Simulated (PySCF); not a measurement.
# Ionisation energy of Ne by level of theory

Ne [Ne] (1S) → Ne⁺ [He] 2s2 2p5 (2P), as a difference of total energies. All numbers are calculated (PySCF 2.14, no relativity, point nucleus, in cc-pVTZ). Correlated levels: valence: 1s2 frozen. The calculations carry no spin-orbit coupling.

| method | ionisation energy (eV) | error (eV) |
| --- | --- | --- |
| UHF | 19.673 | -1.924 |
| LDA | 22.089 | +0.492 |
| B3LYP | 21.617 | +0.020 |
| MP2 (valence) | 21.510 | -0.087 |
| SCS-MP2 (valence) | 21.365 | -0.232 |
| CCSD (valence) | 21.252 | -0.345 |
| CCSD(T) (valence) | 21.299 | -0.298 |

Reference: 21.597 eV (measured; NIST levels, between the centres of gravity of the two terms).

Errors of the correlated levels include the incompleteness of this basis and the frozen core.
